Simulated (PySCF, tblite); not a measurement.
# H₃NO: deprotonation, part 2 of 2

tblite 0.8.0 and PySCF 2.14.0. Atoms count from 0. The steps go on from the part before.

## (16) Single point (H₂NO−, N[O-], multiplicity 1): wavefunction

Geometry: PBE0-D3(BJ)/ma-def2-SVP.

Job settings and geometry (Å):

```
{"job": {"kind": "sp", "xc": "CCSD(T)", "basis": "jun-cc-pV(T+d)Z", "grid": 2}, "charge": -1, "multiplicity": 1}
N     -0.364023     0.145797     0.229168
O      0.816409    -0.249595    -0.413558
H     -1.065035    -0.613967     0.129684
H     -0.804897     0.903721    -0.327369
```

Level: wavefunction single point, frozen core, gas phase.

Log:

```text
final grid: 32944 points
cycle   1  E = -130.2752268954  dE = -9.581e-02  |g| = 7.485e-01  |ddm| = 1.317e+00
cycle   2  E = -130.3208685072  dE = -4.564e-02  |g| = 6.708e-01  |ddm| = 1.094e+00
cycle   3  E = -130.4017437210  dE = -8.088e-02  |g| = 4.651e-02  |ddm| = 4.950e-01
cycle   4  E = -130.4028161812  dE = -1.072e-03  |g| = 1.681e-02  |ddm| = 6.685e-02
cycle   5  E = -130.4030569250  dE = -2.407e-04  |g| = 6.307e-03  |ddm| = 4.175e-02
cycle   6  E = -130.4030971321  dE = -4.021e-05  |g| = 1.682e-03  |ddm| = 2.372e-02
cycle   7  E = -130.4031008469  dE = -3.715e-06  |g| = 5.989e-04  |ddm| = 8.875e-03
cycle   8  E = -130.4031012482  dE = -4.013e-07  |g| = 2.855e-04  |ddm| = 2.918e-03
cycle   9  E = -130.4031013248  dE = -7.659e-08  |g| = 1.180e-04  |ddm| = 1.200e-03
cycle  10  E = -130.4031013413  dE = -1.651e-08  |g| = 3.030e-05  |ddm| = 6.504e-04
cycle  11  E = -130.4031013425  dE = -1.166e-09  |g| = 7.576e-06  |ddm| = 1.919e-04
converged SCF energy = -130.4031013425
E(HF, exact integrals) = -130.4031546896
E(MP2) = -130.8906857354
E(CCSD) = -130.8951140239
E(CCSD(T)) = -130.9162029841
T1 diagnostic = 0.0192
```

Wall time 61 s (1 thread of AMD EPYC, shared host); peak memory 1.1 GiB.

## (17) Deprotonation: CCSD(T)/jun-cc-pV(T+d)Z

This step combines the energies above: geometries from PBE0-D3(BJ)/ma-def2-SVP, zero-point and thermal terms from PBE0-D3(BJ)/ma-def2-SVP.

Job settings and geometry (Å):

```
{"job": {"kind": "ac", "geom": {"xc": "PBE0", "basis": "ma-def2-SVP", "d3": "d3bj", "grid": 1}, "hess": 1, "level": {"xc": "CCSD(T)", "basis": "jun-cc-pV(T+d)Z"}}, "charge": 0, "multiplicity": 1}
N     -0.403522     0.149883     0.245435
O      0.789009    -0.259038    -0.387334
H     -1.054553    -0.628376     0.130736
H     -0.768948     0.913941    -0.325204
H      1.455258    -0.170703     0.301998
```

Output (the driver's rows laid out field by field):

```text
deprotonation site by site, CCSD(T)/jun-cc-pV(T+d)Z // PBE0-D3(BJ)/ma-def2-SVP

row 1
  formula                 H2NO
  charge                  -1
  multiplicity            1
  smiles                  N[O-]
  kept                    yes
  pieces                  1
  point_group             Cs
  atom                    1
  element                 O
  electronic              1651.83
  enthalpy                1617.4
  free_energy             1586.61
  share_gas               1.0

row 2
  formula                 H2NO
  charge                  -1
  multiplicity            1
  smiles                  [NH-]O
  kept                    yes
  pieces                  1
  point_group             C1
  atom                    0
  element                 N
  electronic              1695.01
  enthalpy                1659.19
  free_energy             1626.9
  share_gas               8.74e-08
```

It took 3.4 min on 1 thread of AMD EPYC, shared host; peak memory 1.1 GiB.

Some single points behind these values are not shown above.

Energy needed to remove a proton (kJ/mol, gas phase, 298 K for the thermal columns):

```tsv
site	product	electronic	enthalpy	free energy
O1	N[O-]	1651.8	1617.4	1586.6
N0	[NH-]O	1695.0	1659.2	1626.9
```

## (18) Single point (H₃NO): wavefunction

Geometry: PBE0-D3(BJ)/ma-def2-SVP.

Job settings and geometry (Å):

```
{"job": {"kind": "sp", "xc": "MP2", "basis": "jun-cc-pV(T+d)Z", "grid": 2}, "charge": 0, "multiplicity": 1}
N     -0.403522     0.149883     0.245435
O      0.789009    -0.259038    -0.387334
H     -1.054553    -0.628376     0.130736
H     -0.768948     0.913941    -0.325204
H      1.455258    -0.170703     0.301998
```

Level: wavefunction single point, frozen core, gas phase.

Log:

```text
final grid: 38320 points
cycle   1  E = -131.0068337644  dE =  1.027e-02  |g| = 4.352e-01  |ddm| = 1.344e+00
cycle   2  E = -131.0355938117  dE = -2.876e-02  |g| = 2.376e-01  |ddm| = 3.115e-01
cycle   3  E = -131.0445128835  dE = -8.919e-03  |g| = 4.679e-02  |ddm| = 1.138e-01
cycle   4  E = -131.0450571727  dE = -5.443e-04  |g| = 9.561e-03  |ddm| = 3.335e-02
cycle   5  E = -131.0451147337  dE = -5.756e-05  |g| = 3.135e-03  |ddm| = 1.486e-02
cycle   6  E = -131.0451212731  dE = -6.539e-06  |g| = 1.300e-03  |ddm| = 4.913e-03
cycle   7  E = -131.0451224102  dE = -1.137e-06  |g| = 3.402e-04  |ddm| = 2.389e-03
cycle   8  E = -131.0451224983  dE = -8.804e-08  |g| = 8.366e-05  |ddm| = 6.344e-04
cycle   9  E = -131.0451225042  dE = -5.913e-09  |g| = 2.767e-05  |ddm| = 1.580e-04
converged SCF energy = -131.0451225042
E(HF, exact integrals) = -131.0451536484
E(MP2) = -131.5154315725
```

Run time: 5.1 s. Hardware: 1 thread of AMD EPYC, shared host; peak memory 0.7 GiB.

## (19) Single point (H2NO−, N[O-], multiplicity 1): wavefunction

Geometry: PBE0-D3(BJ)/ma-def2-SVP.

Job settings and geometry (Å):

```
{"job": {"kind": "sp", "xc": "MP2", "basis": "jun-cc-pV(T+d)Z", "grid": 2}, "charge": -1, "multiplicity": 1}
N     -0.364023     0.145797     0.229168
O      0.816409    -0.249595    -0.413558
H     -1.065035    -0.613967     0.129684
H     -0.804897     0.903721    -0.327369
```

Method: wavefunction single point, frozen core, gas phase.

Log:

```text
final grid: 32944 points
cycle   1  E = -130.2752268954  dE = -9.581e-02  |g| = 7.485e-01  |ddm| = 1.317e+00
cycle   2  E = -130.3208685072  dE = -4.564e-02  |g| = 6.708e-01  |ddm| = 1.094e+00
cycle   3  E = -130.4017437210  dE = -8.088e-02  |g| = 4.651e-02  |ddm| = 4.950e-01
cycle   4  E = -130.4028161812  dE = -1.072e-03  |g| = 1.681e-02  |ddm| = 6.685e-02
cycle   5  E = -130.4030569250  dE = -2.407e-04  |g| = 6.307e-03  |ddm| = 4.175e-02
cycle   6  E = -130.4030971321  dE = -4.021e-05  |g| = 1.682e-03  |ddm| = 2.372e-02
cycle   7  E = -130.4031008469  dE = -3.715e-06  |g| = 5.989e-04  |ddm| = 8.875e-03
cycle   8  E = -130.4031012482  dE = -4.013e-07  |g| = 2.855e-04  |ddm| = 2.918e-03
cycle   9  E = -130.4031013248  dE = -7.659e-08  |g| = 1.180e-04  |ddm| = 1.200e-03
cycle  10  E = -130.4031013413  dE = -1.651e-08  |g| = 3.030e-05  |ddm| = 6.504e-04
cycle  11  E = -130.4031013425  dE = -1.166e-09  |g| = 7.576e-06  |ddm| = 1.919e-04
converged SCF energy = -130.4031013425
E(HF, exact integrals) = -130.4031546896
E(MP2) = -130.8906857220
```

Run time: 3.3 s. Hardware: 1 thread of AMD EPYC, shared host; peak memory 0.62 GiB.

## (20) Deprotonation: MP2/jun-cc-pV(T+d)Z

This step combines the energies above: geometries from PBE0-D3(BJ)/ma-def2-SVP, zero-point and thermal terms from PBE0-D3(BJ)/ma-def2-SVP.

Job settings and geometry (Å):

```
{"job": {"kind": "ac", "geom": {"xc": "PBE0", "basis": "ma-def2-SVP", "d3": "d3bj", "grid": 1}, "hess": 1, "level": {"xc": "MP2", "basis": "jun-cc-pV(T+d)Z"}}, "charge": 0, "multiplicity": 1}
N     -0.403522     0.149883     0.245435
O      0.789009    -0.259038    -0.387334
H     -1.054553    -0.628376     0.130736
H     -0.768948     0.913941    -0.325204
H      1.455258    -0.170703     0.301998
```

Output (the driver's rows laid out field by field):

```text
deprotonation site by site, MP2/jun-cc-pV(T+d)Z // PBE0-D3(BJ)/ma-def2-SVP

row 1
  formula                 H2NO
  charge                  -1
  multiplicity            1
  smiles                  N[O-]
  kept                    yes
  pieces                  1
  point_group             Cs
  atom                    1
  element                 O
  electronic              1640.27
  enthalpy                1605.84
  free_energy             1575.04
  share_gas               1.0

row 2
  formula                 H2NO
  charge                  -1
  multiplicity            1
  smiles                  [NH-]O
  kept                    yes
  pieces                  1
  point_group             C1
  atom                    0
  element                 N
  electronic              1687.54
  enthalpy                1651.71
  free_energy             1619.43
  share_gas               1.672e-08
```

It took 12 s on 1 thread of AMD EPYC, shared host; peak memory 0.62 GiB.

Some single points behind these values are not shown above.

Energy needed to remove a proton (kJ/mol, gas phase, 298 K for the thermal columns):

```tsv
site	product	electronic	enthalpy	free energy
O1	N[O-]	1640.3	1605.8	1575.0
N0	[NH-]O	1687.5	1651.7	1619.4
```

## (21) Single point (H3NO): HF/jun-cc-pV(T+d)Z

Geometry: PBE0-D3(BJ)/ma-def2-SVP.

Job settings and geometry (Å):

```
{"job": {"kind": "sp", "xc": "HF", "basis": "jun-cc-pV(T+d)Z", "grid": 2}, "charge": 0, "multiplicity": 1}
N     -0.403522     0.149883     0.245435
O      0.789009    -0.259038    -0.387334
H     -1.054553    -0.628376     0.130736
H     -0.768948     0.913941    -0.325204
H      1.455258    -0.170703     0.301998
```

Log:

```text
final grid: 38320 points
cycle   1  E = -131.0068337644  dE =  1.027e-02  |g| = 4.352e-01  |ddm| = 1.344e+00
cycle   2  E = -131.0355938117  dE = -2.876e-02  |g| = 2.376e-01  |ddm| = 3.115e-01
cycle   3  E = -131.0445128835  dE = -8.919e-03  |g| = 4.679e-02  |ddm| = 1.138e-01
cycle   4  E = -131.0450571727  dE = -5.443e-04  |g| = 9.561e-03  |ddm| = 3.335e-02
cycle   5  E = -131.0451147337  dE = -5.756e-05  |g| = 3.135e-03  |ddm| = 1.486e-02
cycle   6  E = -131.0451212731  dE = -6.539e-06  |g| = 1.300e-03  |ddm| = 4.913e-03
cycle   7  E = -131.0451224102  dE = -1.137e-06  |g| = 3.402e-04  |ddm| = 2.389e-03
cycle   8  E = -131.0451224983  dE = -8.804e-08  |g| = 8.366e-05  |ddm| = 6.344e-04
cycle   9  E = -131.0451225042  dE = -5.913e-09  |g| = 2.767e-05  |ddm| = 1.580e-04
converged SCF energy = -131.0451225042
```

Wall time 0.77 s (1 thread of AMD EPYC, shared host); peak memory 0.51 GiB.

## (22) Single point (H2NO−, N[O-], multiplicity 1): HF/jun-cc-pV(T+d)Z

Geometry: PBE0-D3(BJ)/ma-def2-SVP.

Job settings and geometry (Å):

```
{"job": {"kind": "sp", "xc": "HF", "basis": "jun-cc-pV(T+d)Z", "grid": 2}, "charge": -1, "multiplicity": 1}
N     -0.364023     0.145797     0.229168
O      0.816409    -0.249595    -0.413558
H     -1.065035    -0.613967     0.129684
H     -0.804897     0.903721    -0.327369
```

Log:

```text
final grid: 32944 points
cycle   1  E = -130.2752268954  dE = -9.581e-02  |g| = 7.485e-01  |ddm| = 1.317e+00
cycle   2  E = -130.3208685072  dE = -4.564e-02  |g| = 6.708e-01  |ddm| = 1.094e+00
cycle   3  E = -130.4017437210  dE = -8.088e-02  |g| = 4.651e-02  |ddm| = 4.950e-01
cycle   4  E = -130.4028161812  dE = -1.072e-03  |g| = 1.681e-02  |ddm| = 6.685e-02
cycle   5  E = -130.4030569250  dE = -2.407e-04  |g| = 6.307e-03  |ddm| = 4.175e-02
cycle   6  E = -130.4030971321  dE = -4.021e-05  |g| = 1.682e-03  |ddm| = 2.372e-02
cycle   7  E = -130.4031008469  dE = -3.715e-06  |g| = 5.989e-04  |ddm| = 8.875e-03
cycle   8  E = -130.4031012482  dE = -4.013e-07  |g| = 2.855e-04  |ddm| = 2.918e-03
cycle   9  E = -130.4031013248  dE = -7.659e-08  |g| = 1.180e-04  |ddm| = 1.200e-03
cycle  10  E = -130.4031013413  dE = -1.651e-08  |g| = 3.030e-05  |ddm| = 6.504e-04
cycle  11  E = -130.4031013425  dE = -1.166e-09  |g| = 7.576e-06  |ddm| = 1.919e-04
converged SCF energy = -130.4031013425
```

Run time: 0.65 s. Hardware: 1 thread of AMD EPYC, shared host; peak memory 0.51 GiB.

## (23) Deprotonation: HF/jun-cc-pV(T+d)Z

This step combines the energies above: geometries from PBE0-D3(BJ)/ma-def2-SVP, zero-point and thermal terms from PBE0-D3(BJ)/ma-def2-SVP.

Job settings and geometry (Å):

```
{"job": {"kind": "ac", "geom": {"xc": "PBE0", "basis": "ma-def2-SVP", "d3": "d3bj", "grid": 1}, "hess": 1, "level": {"xc": "HF", "basis": "jun-cc-pV(T+d)Z"}}, "charge": 0, "multiplicity": 1}
N     -0.403522     0.149883     0.245435
O      0.789009    -0.259038    -0.387334
H     -1.054553    -0.628376     0.130736
H     -0.768948     0.913941    -0.325204
H      1.455258    -0.170703     0.301998
```

Output (the driver's rows laid out field by field):

```text
deprotonation site by site, HF/jun-cc-pV(T+d)Z // PBE0-D3(BJ)/ma-def2-SVP

row 1
  formula                 H2NO
  charge                  -1
  multiplicity            1
  smiles                  N[O-]
  kept                    yes
  pieces                  1
  point_group             Cs
  atom                    1
  element                 O
  electronic              1685.63
  enthalpy                1651.19
  free_energy             1620.4
  share_gas               1.0

row 2
  formula                 H2NO
  charge                  -1
  multiplicity            1
  smiles                  [NH-]O
  kept                    yes
  pieces                  1
  point_group             C1
  atom                    0
  element                 N
  electronic              1735.58
  enthalpy                1699.75
  free_energy             1667.46
  share_gas               5.694e-09
```

Wall time 2.2 s (1 thread of AMD EPYC, shared host); peak memory 0.51 GiB.

Some single points behind these values are not shown above.

Energy needed to remove a proton (kJ/mol, gas phase, 298 K for the thermal columns):

```tsv
site	product	electronic	enthalpy	free energy
O1	N[O-]	1685.6	1651.2	1620.4
N0	[NH-]O	1735.6	1699.8	1667.5
```

## (24) Results

The summary covers parts 1 to 2.

| quantity | value |
| --- | --- |
| strongest single infrared mode (GFN2-xTB) | 249 cm⁻¹, 229 km/mol |
| zero-point energy (GFN2-xTB) | 23.7 kcal/mol |
| point group | Cs |
| rotational constants (main isotopes) | 194.58, 26.30, 26.17 GHz |
| ΔH of deprotonation, O1 (wB97X-D3(BJ)/ma-def2-TZVP) | 1619.4 kJ/mol |
| ΔH of deprotonation, N0 (wB97X-D3(BJ)/ma-def2-TZVP) | 1670.2 kJ/mol |
| ΔH of deprotonation, O1 (CCSD(T)/jun-cc-pV(T+d)Z) | 1617.4 kJ/mol |
| ΔH of deprotonation, N0 (CCSD(T)/jun-cc-pV(T+d)Z) | 1659.2 kJ/mol |
| ΔH of deprotonation, O1 (MP2/jun-cc-pV(T+d)Z) | 1605.8 kJ/mol |
| ΔH of deprotonation, N0 (MP2/jun-cc-pV(T+d)Z) | 1651.7 kJ/mol |
| ΔH of deprotonation, O1 (HF/jun-cc-pV(T+d)Z) | 1651.2 kJ/mol |
| ΔH of deprotonation, N0 (HF/jun-cc-pV(T+d)Z) | 1699.8 kJ/mol |

No mode is imaginary among the 9: a minimum at this level. The strongest single mode, at 249 cm⁻¹, moves mainly H4. Unscaled tight-binding wavenumbers are off by several per cent, some by more. Its intensities can rank the bands wrongly. Over 3 steps the energy fell by 0.013 eV; of the close pairs, N0–O1 changed most, 1.432 to 1.411 Å (PBE0/ma-def2-SVP). At wB97X-D3(BJ)/ma-def2-TZVP the ΔH of deprotonation runs from 1619.4 kJ/mol (O1) to 1670.2 kJ/mol (N0). At CCSD(T)/jun-cc-pV(T+d)Z the ΔH of deprotonation runs from 1617.4 kJ/mol (O1) to 1659.2 kJ/mol (N0). At MP2/jun-cc-pV(T+d)Z the ΔH of deprotonation runs from 1605.8 kJ/mol (O1) to 1651.7 kJ/mol (N0). At HF/jun-cc-pV(T+d)Z the ΔH of deprotonation runs from 1651.2 kJ/mol (O1) to 1699.8 kJ/mol (N0).
